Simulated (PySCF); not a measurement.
An unknown gives this computed stick spectrum. Computed with TDDFT PBE0/def2-SVPD, vertical, gas phase, core orbitals frozen in the response in PySCF 2.14.0, density-fitted response routines. Geometries: GFN2-xTB, one conformer each.

| state | E (eV) | f | main configurations (H = HOMO, L = LUMO) |
| --- | --- | --- | --- |
| S1 | 5.28 | 0.0000 | H→L+1 (90%) |
| S2 | 5.68 | 0.0003 | H-1→L (91%) |
| S3 | 5.83 | 0.700 | H→L (96%) |
| S4 | 6.32 | 0.0004 | H→L+2 (97%) |
| S5 | 7.01 | 0.0011 | H-2→L (56%), H→L+4 (43%) |
| S6 | 7.03 | 0.0084 | H→L+3 (95%) |

Orbital energies (eV): HOMO-3 -10.12, HOMO-2 -8.79, HOMO-1 -7.86, HOMO -6.62, LUMO -0.60, LUMO+1 0.21, LUMO+2 0.78.

Task: Which candidate is it? All have the formula C6H8.
A. `C=C=C=C(C)C`
B. `C#CCC1CC1`
C. `C=CCC#CC`
D. `C=C=CC(=C)C`

Result: D. Its S1 lies at 5.28 eV; the nearest of the others has S1 at 6.21 eV. S1 is HOMO→LUMO+1 (90%). Löwdin shares by element: HOMO carbon 82% or more (atoms not listed hold the other 18%); LUMO carbon 74% or more (atoms not listed hold the other 26%). At the same level the other candidates give, for their lowest levels:
- `C=CCC#CC`: 6.21 eV (f 0.001); 6.37 eV (f 0.077); 6.80 eV (f 0.003); 6.84 eV (f 0.007); 6.88 eV (f 0.002); T1 4.48 eV; HOMO -7.19, LUMO 0.25 eV
- `C#CCC1CC1`: 6.74 eV (f 0.000); 7.00 eV (f 0.008); 7.01 eV (f 0.001); 7.49 eV (f 0.029); 7.51 eV (f 0.016); T1 5.46 eV; HOMO -7.67, LUMO 0.83 eV
- `C=C=C=C(C)C`: 4.32 eV (f 0.000); 5.23 eV (f 0.584); 5.68 eV (f 0.000); 6.04 eV (f 0.007); 6.74 eV (f 0.005); T1 2.68 eV; HOMO -6.45, LUMO -1.15 eV

Shape of the structure used: `[CH2:1]=[C:2]=[CH:3][C:4](=[CH2:5])[CH3:6]`: C2–C3–C4–C5 180°.
Triplets come from the Tamm–Dancoff approximation.
